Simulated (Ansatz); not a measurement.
Abridged output of a molecular run in Ansatz:

```
Functional definition: HF
1021 factors; integrals over basis functions are off by at most 1.5e-3 eV
mean field evaluation 1: about -6244.7788 eV, gradient 3.8e1 eV
mean field evaluation 2: about -6244.9003 eV, gradient 3.8e1 eV
mean field evaluation 4: about -6248.5032 eV, gradient 4.9e0 eV
mean field evaluation 8: about -6248.5993 eV, gradient 2.0e-1 eV
mean field -6248.59962554 eV, -229.6318007858 hartree, gradient 2.5e-6 eV, S^2 0.000000; 0 other end points of the search recorded, 0 dependent functions left out; unrestricted orbitals would lower it
5 core orbitals not correlated: weight in the atoms' cores, before any rotation towards them, 1.000 or more for the frozen orbitals, at most 0.000 for the correlated occupied ones
reference -6248.59962554 eV, -229.6318007858 hartree; 14, 14 occupied and 81, 81 virtual orbitals, 1021 factors
second order -19.44665507 eV of doubles, -0.00000000 eV of singles
cycle   1  -19.92713823 eV  change   -4.8e-1 eV  update   1.1e-1
cycle   2  -20.47747477 eV  change   -5.5e-1 eV  update   3.7e-2
cycle   3  -20.64414606 eV  change   -1.7e-1 eV  update   2.1e-2
cycle   4  -20.64315926 eV  change    9.9e-4 eV  update   5.7e-3
cycle   5  -20.64230886 eV  change    8.5e-4 eV  update   2.8e-3
cycle   6  -20.64321170 eV  change   -9.0e-4 eV  update   8.5e-4
cycle   7  -20.64288391 eV  change    3.3e-4 eV  update   3.7e-4
cycle   8  -20.64283155 eV  change    5.2e-5 eV  update   1.1e-4
cycle   9  -20.64285843 eV  change   -2.7e-5 eV  update   4.2e-5
cycle  10  -20.64286101 eV  change   -2.6e-6 eV  update   1.4e-5
perturbative correction -0.72216843 eV, -0.0265392002 hartree
Total energy: -6269.96465498 eV, -230.4169511359 hartree
```

Its atoms:

```xyz
11

C     1.106   -0.949   -0.979
C    -0.061   -0.212   -0.439
C    -0.107    0.434    0.727
C    -1.324    1.123    1.147
O    -1.449    1.727    2.183
H     1.964   -0.902   -0.307
H     0.852   -2.000   -1.148
H     1.401   -0.544   -1.952
H    -0.960   -0.204   -1.056
H     0.744    0.474    1.401
H    -2.166    1.053    0.422
```

Question: Which basis set was used?
A. def2-SVP
B. cc-pV(T+d)Z
C. def2-QZVPP
D. def2-SVPD

Answer: A. It gives 100 functions.

Question: Write the keys of the input that set method, charge and spin (a neutral closed shell needs none for the last two).

Answer: 
```yaml
correlation: {method: ccsd_t}
```
